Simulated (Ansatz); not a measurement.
**GaS (P6₃/mmc, No. 194)**

The numbers are results of PBE-D3(BJ) (Ansatz, a program for electronic structure, PAW), not measurements.

Numerical settings: plane-wave cutoff 500 eV, 12×12×4 k mesh (along the axes of the cell as run), gaussian smearing 0.02 eV, scalar-relativistic PAW data made under PBE.

Cell (relaxed at this level):

```xyz
8
Lattice="1.7952 -3.1094 0.0000 1.7952 3.1094 0.0000 0.0000 0.0000 15.4471" Properties=species:S:1:pos:R:3 pbc="T T T"
Ga     1.7952     1.0365     2.6378
Ga     1.7952    -1.0365    10.3614
Ga     1.7952    -1.0365    12.8093
Ga     1.7952     1.0365     5.0858
S      1.7952     1.0365     9.2733
S      1.7952    -1.0365     1.5497
S      1.7952    -1.0365     6.1738
S      1.7952     1.0365    13.8974
```

* **volume per atom**: 21.56 Å³/atom
* **lattice parameter a**: 3.590 Å
* **lattice parameter c**: 15.447 Å

It cost very roughly 3 core-minutes of CPU time.
